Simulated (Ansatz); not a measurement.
**BH4+ (triplet): the correlation ladder at scale of all distances = 1.739, cc-pVDZ**

How much of the correlation energy of BH4+ (triplet) does each wave-function method recover here?

The runs use Ansatz 0.2.0, Gaussian basis; cc-pVDZ, core rule «outside noble gas», up to 1 orbitals frozen.

To be run: UHF; CCSD(T) on ROHF; CCSD(T) on UHF; BCCD(T) on ROHF; CISD; CCSDT(Q) on ROHF; CCSDT(Q) on UHF; CASSCF and MRCISD+Q, 4 electrons in 4 orbitals; CASSCF and NEVPT2, 4 electrons in 4 orbitals; CASSCF and MRCISD+Q, 6 electrons in 8 orbitals; CASSCF and NEVPT2, 6 electrons in 8 orbitals; Full CI.

20 further runs of the same task are left out: 2 for a known fault of the program, 1 for a mislabelled method, 13 that didn't finish, 4 set aside as unsound or not needed.

**1. The geometry**

The geometry derives from a PBE0/def2-TZVP stationary point (not a proven minimum). All distances are scaled together.

5 atoms, charge 1, spin multiplicity 3.

Atoms are counted from 1 here; the program's logs count them from 0.

No contacts short enough for the rule that draws bonds.

**2. UHF**

Contents of in.yaml:

```yaml
crystal:
  periodic: [false, false, false]
  atoms:
    - {symbol: B, position_ang: [0.000000, 0.000000, 0.000000]}
    - {symbol: H, position_ang: [0.821634, 0.845667, 1.838652]}
    - {symbol: H, position_ang: [-0.844790, -0.818867, 1.840289]}
    - {symbol: H, position_ang: [-0.820656, 0.819768, -1.850778]}
    - {symbol: H, position_ang: [0.843813, -0.846568, -1.828163]}
basis:
  gaussian: {orbitals: cc-pVDZ}
total_charge: 1
magnetization: {spin_polarized: true, initial_magnetization: 2}
hamiltonian: {xc: hf}
output: {orbitals: {seedname: orbitals}}
```

Started as:

```bash
> ansatz run in.yaml --threads 1 --pin off --events-out ev --progress --plain --max-ram 2393MiB
```

After this run come: CCSD(T) on ROHF; CCSD(T) on UHF; BCCD(T) on ROHF; CISD; CCSDT(Q) on ROHF; CCSDT(Q) on UHF; CASSCF and MRCISD+Q, 4 electrons in 4 orbitals; CASSCF and NEVPT2, 4 electrons in 4 orbitals; CASSCF and MRCISD+Q, 6 electrons in 8 orbitals; CASSCF and NEVPT2, 6 electrons in 8 orbitals; Full CI.

Before running them: what should the planned runs give, taken together? Wanted: FCI below the RHF energy; RMP2 from FCI; UMP2 from FCI; RCCSD from FCI; RCCSD(T) from FCI; UCCSD(T) from FCI; RCCSDT(Q) from FCI; UCCSDT(Q) from FCI; NEVPT2 pair from FCI.

As calculated:

| quantity | value |
| --- | --- |
| FCI below the RHF energy | -4.7044 eV |
| RMP2 from FCI | +2188.7 meV |
| UMP2 from FCI | +1270.9 meV |
| RCCSD from FCI | +460.1 meV |
| RCCSD(T) from FCI | +81.3 meV |
| UCCSD(T) from FCI | +297.1 meV |
| RCCSDT(Q) from FCI | -9.1 meV |
| UCCSDT(Q) from FCI | -0.5 meV |
| NEVPT2 pair from FCI | +1071.4 meV |
| MRCISD+Q pair from FCI | -88.5 meV |
| NEVPT2 valence from FCI | +156.8 meV |
| levels within 1 kcal/mol (43 meV) | RCCSDT(Q), UCCSDT(Q), MRCISD valence, MRCISD+Q valence |
| T1 diagnostic | 0.044 |
| effectively unpaired electrons | 3.16 |

RCCSD(T) misses by +81.3 meV, 1.7 % of the correlation energy. CCSD(T) misses by +81.3 meV on the restricted determinant and by +297.1 meV on the unrestricted one; the two need not hold the same state or core. RCCSDT, RCCSDT(Q), MRCISD+Q pair fall below full CI, which methods that aren't variational can do. The occupations show strong static correlation (3.2 unpaired electrons where one determinant has 2). Coupled cluster on one determinant still stays close here. Of the multireference levels listed MRCISD+Q valence comes nearest in total energy (+34.7 meV), which doesn't show that its space is the better one. Coupled cluster took another determinant than the lowest Hartree-Fock one. These misses are within one basis, not against nature; the frozen cores of restricted and unrestricted runs differ, which can shift their rows.
